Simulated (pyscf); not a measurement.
## Four-centre exchange: H₂N–SiH: [singlet] + hydrogen fluoride (HF) → H₂N–Si:–F [singlet] + hydrogen (H₂)

Gas phase, singlet surface, charge 0. Bonds broken: Si2–H5, F6–H7. Bonds formed: Si2–F6, H5–H7. Single points on ωB97X-D3(BJ)/def2-SVP structures (PySCF, gas phase).

Transition state (Å):

```xyz
7

N     -0.1715     0.8656    -0.2251
Si     0.1388    -0.7024    -0.8637
H     -0.8023     1.1256     0.5262
H      0.4228     1.6392    -0.5057
H     -1.4532    -1.2815    -0.5238
F      0.0673    -1.6877     0.8625
H     -0.9417    -1.6127     0.3171
```

One imaginary mode, 1071i cm⁻¹; descent along it reached the two sides named.

```
bond    change  reactant side (Å)  saddle  product side
------  ------  -----------------  ------  ------------
Si2–H5  breaks              1.554   1.728           4.0
F6–H7   breaks              0.932   1.149         2.423
Si2–F6   forms                2.7   1.989         1.654
H5–H7    forms              1.769   1.038         0.761
```

Electronic energies relative to the separated reactants (eV):

| level | barrier | reaction energy | reverse barrier |
|---|---|---|---|
| ωB97X-D3(BJ)/def2-TZVP | 0.34 | -1.69 | 2.03 |
| PBE/def2-TZVP | 0.11 | -1.66 | 1.76 |
| r²SCAN/def2-TZVP | 0.16 | -1.76 | 1.92 |
| B3LYP-D3(BJ)/def2-TZVP | 0.32 | -1.72 | 2.04 |
| PBE0-D3(BJ)/def2-TZVP | 0.26 | -1.60 | 1.86 |
| M06-2X/def2-TZVP | 0.39 | -1.77 | 2.15 |
| ωB97M-D3(BJ)/def2-TZVP | 0.33 | -1.71 | 2.03 |
| HF/def2-TZVP | 1.09 | -1.60 | 2.70 |

With ωB97M-D3(BJ)/def2-TZVP energies and thermal terms (ideal gas, 1 atm, RRHO with modes under 100 cm⁻¹ raised to 100, one conformer, R ln 2 for chiral ones without a mode under 150 cm⁻¹), in eV:

| T (K) | ΔH‡ | ΔG‡ | ΔH | ΔG |
|---|---|---|---|---|
| 298 | 0.27 | 0.67 | -1.81 | -1.75 |
| 600 | 0.25 | 1.09 | -1.78 | -1.71 |
| 900 | 0.26 | 1.50 | -1.76 | -1.68 |
| 1200 | 0.28 | 1.91 | -1.74 | -1.65 |

This is the saddle that the search found; another between the same sides may lie lower.
